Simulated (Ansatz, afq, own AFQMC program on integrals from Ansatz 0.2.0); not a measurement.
# Atomization energy of CH$_{2}$N, doublet

```tsv
atom	x (Å)	y (Å)	z (Å)
N	0.0000	0.0000	0.6600
C	0.0000	0.0000	-0.5768
H	0.0000	-0.9374	-1.1497
H	0.0000	0.9373	-1.1497
```

Connectivity, by distances: N–CH2.

Atoms in their ground-state spins without spin–orbit coupling (mostly on UHF) minus the molecule (ROHF), without zero-point energy. The geometry is a stationary point, not shown to be a minimum.

Basis cc-pVDZ. Noble-gas cores (and the filled d shells of Ga–Kr and In–Xe) are frozen. Integrals, coupled cluster, full CI and functionals: Ansatz 0.2.0; the random walks run on the same integrals in our own AFQMC program. ph-AFQMC/CISD is guided by a CISD state made of CCSD amplitudes; releasing the constraint for a short imaginary time cuts its bias at the price of noise, slowly where states lie close. Free AFQMC starts from the CCSD state and is never constrained. Its projection time is finite, and what remains of the start isn't in its error. Uncertainties: one standard error, sampling alone. The errors of all members are added in quadrature.

No full CI on the walks' own integrals is used here; CCSDT(Q) serves as the reference and is uncertain by about the last step of the cluster series. Each member takes its own surest rung, up to full CI.

Errors are counted within cc-pVDZ, not against nature.

Cautions: CH₂N (doublet): higher spins were not checked, a spin-contaminated unrestricted determinant lies lower (UHF 264 meV lower, ⟨S²⟩ 0.93).

```csv
level,atomization energy (kJ/mol)
CCSD,1280.3
MP2,1305.2
```

Problem. From these cheaper values, estimate the atomization energy at the reference level in cc-pVDZ.

Solution. 1303.8 kJ/mol (CCSDT(Q) in cc-pVDZ).

| level | atomization energy (kJ/mol) | error against CCSDT(Q) (kJ/mol) |
| --- | --- | --- |
| HF | 930.4 | -373.4 |
| CCSD(T) | 1301.2 | -2.6 |
| CCSDT | 1302.1 | -1.7 |
| ph-AFQMC/HF | 1314.1 ± 2.9 | 10.3 ± 2.9 |
| ph-AFQMC/CISD | 1303.9 ± 0.5 | 0.1 ± 0.5 |
| released AFQMC | 1304.4 ± 0.6 | 0.6 ± 0.6 |
| free AFQMC | 1303.5 ± 0.4 | -0.3 ± 0.4 |

Correlation beyond CCSD(T) adds 2.6 kJ/mol. The perturbative (T) step is worth +20.9 kJ/mol.

Free projections are given only where their last times agree within the noise and don't stop above the reference; a slow remainder of the start can still hide under it. A walk keeps the symmetry of its determinant, which the program's search chose and which needn't be the lowest solution, so a lower state of the same spin and another symmetry isn't excluded. Released energies are given only where the last usable release times agree within the noise; a slower fall can still hide under it.
